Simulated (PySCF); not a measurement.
## Peak assignment

Bonds (- single, = double, # triple, : aromatic): C1=C2 1.335 Å, C2-C3 1.482 Å, C3-C4 1.490 Å, C4-N5 1.449 Å, N5-C3 1.448 Å. C1 carries H6, H7; C2 carries H8; C3 carries H9; C4 carries H10, H11; N5 carries H12. Stereochemistry as in C=C[C@H]1CN1. H10 is cis to C2 on the ring; H6 is cis to C3; H11 is trans to C2 on the ring; H7 is trans to C3.

PySCF calculation with geometry from PBE0-D3(BJ)/def2-SVP, J couplings at B3LYP/pcJ-1 (spin–dipole term only in couplings to heteroatoms) and shielding tensors at KT3/pcSseg-2 (GIAO); gas phase, one conformer, relativity neglected.

Shifts are taken against calculated references (same method and geometry level): TMS for $^{13}$C and $^{1}$H.

Problem. Assign these signals to the numbered atoms. $^{13}$C{$^{1}$H} NMR (computed): δ 141.6 (CH), 103.7 (CH2), 34.1 (CH2), 33.5 (CH).

Solution. 
141.6 → C2, alkene CH: the olefinic region
103.7 → C1, terminal =CH2 carbon: as expected for a trigonal carbon in a double bond
34.1 → C4, aziridine ring carbon: the inductive effect lowers its shielding
33.5 → C3, aziridine ring carbon

C4 and C3 lie closer than the usual error of such a calculation, so a measured spectrum could show them in the other order.

Problem. Assign these signals to the numbered atoms. $^{1}$H NMR (400 MHz, computed): δ 6.66 (ddd, J = 18.6, 11.9, 4.0 Hz, 1H), 4.87 (dd, J = 11.9, 1.5 Hz, 1H), 4.76 (dd, J = 18.6, 2.0 Hz, 1H), 2.29 (m, 1H), 1.75 (dd, J = 5.4, 2.4 Hz, 1H), 1.19 (t, J = 2.6 Hz, 1H), 0.57 (br s, 1H).

Solution. 
```tsv
δ (ppm)	atoms	environment	reason
6.66	H8	hydrogen on an alkene CH	a vinylic proton, deshielded by the sp2 carbon and the C=C anisotropy
4.87	H7	hydrogen on a terminal =CH2 carbon	attached to an sp2 carbon and in the plane of the double bond
4.76	H6	hydrogen on a terminal =CH2 carbon	–
2.29	H9	hydrogen on an aziridine ring carbon	its carbon carries N, hence the downfield position
1.75	H11	hydrogen on an aziridine ring carbon	–
1.19	H10	hydrogen on an aziridine ring carbon	–
0.57	H12	hydrogen on an amine nitrogen	labile proton, position sensitive to the medium
```

H7 and H6 lie closer than the usual error of such a calculation, so a measured spectrum could show them in the other order.

OH and NH positions are those of a molecule without intermolecular hydrogen bonds; in solution they move with solvent, concentration and temperature, and exchange usually removes their couplings. Multiplet labels drop couplings under 1 Hz and merge nearly equal ones. Unscaled 3J(H,H) at this level run about 10 % above measured values. Shifts are as computed, not scaled to solution data. Of 1211 compounds with measured shifts, 218 miss one by over three times the rms of a fit or turn the order of signals round; such compounds aren't used in these exercises. Couplings across =CH–CH2 type bonds come from one rotamer and its mirror image, and can be 1–2 Hz further off. Couplings to exchangeable protons are dropped. Only one conformer was computed, so three-bond couplings in flexible chains and rings are approximate.
